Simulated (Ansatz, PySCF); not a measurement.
System: AlCl₂ (charge 0, doublet). It need not be the lowest isomer of its formula. 
Structure (B3LYP-D3(BJ)/def2-TZVP (Ansatz, a program for electronic structure) minimum search):
SMILES: [Cl][Al][Cl]
```xyz
3

Al    -0.0038     0.7767     0.0269
Cl     1.8221    -0.2876    -0.0212
Cl    -1.8191    -0.3063     0.0006
```
Charge 0, spin multiplicity 2.

Total electronic energies in hartree. Cores are frozen in the correlated levels unless marked. Open shells are spin-unrestricted. No spin-orbit coupling. Non-relativistic. Basis-set limits of correlation are two-point, X^-3; Hartree-Fock from the larger set.

| level | program | energy (Eh) |
|---|---|---|
| HF/6-31G* | Ansatz | -1160.98886 |
| PBE/def2-TZVPD | Ansatz | -1162.45607 |
| PBE-D3(BJ)/def2-TZVPD | Ansatz + dftd3 | -1162.45885 |
| BLYP-D3(BJ)/def2-TZVPD | Ansatz + dftd3 | -1162.97536 |
| BP86-D4/def2-TZVPD | PySCF + dftd4 | -1163.07844 |
| BP86/def2-TZVPD | PySCF | -1163.07395 |
| M06-L-D4/def2-TZVPD | PySCF + dftd4 | -1162.94338 |
| M06-L/def2-TZVPD | PySCF | -1162.94319 |
| r2SCAN/def2-TZVPD | PySCF | -1162.88354 |
| r2SCAN-D3(BJ)/def2-TZVPD | Ansatz + dftd3 | -1162.88429 |
| B3LYP-D4/def2-TZVPD | Ansatz + dftd4 | -1163.02250 |
| PBE0-D3(BJ)/def2-TZVP | Ansatz + dftd3 | -1162.55317 |
| BHLYP-D3(BJ)/def2-TZVPD | Ansatz + dftd3 | -1162.97691 |
| BHLYP/def2-TZVPD | Ansatz | -1162.97143 |
| CAM-B3LYP-D3(BJ)/def2-TZVPD | Ansatz + dftd3 | -1163.00198 |
| wB97X-V/def2-TZVPD | Ansatz | -1162.78437 |
| B2GP-PLYP-D4/def2-TZVPD | Ansatz + dftd4 | -1162.46064 |
| B2PLYP-D3(BJ)/def2-TZVPD | Ansatz + dftd3 | -1162.59535 |
| B2PLYP/def2-TZVPD | Ansatz | -1162.59214 |
| SCS-MP2/STO-3G | Ansatz | -1148.33281 |
| CCSD(T)/cc-pwCVTZ | Ansatz | -1161.57987 |
| CCSD(T) with core electrons (1s frozen past Ne)/cc-pwCVTZ | Ansatz | -1162.37959 |
| CCSD(T)/CBS(cc-pV(T+d)Z,cc-pV(Q+d)Z) | Ansatz | -1161.6596 |

Totals of different functionals don't rank their quality; only differences between species are comparable.
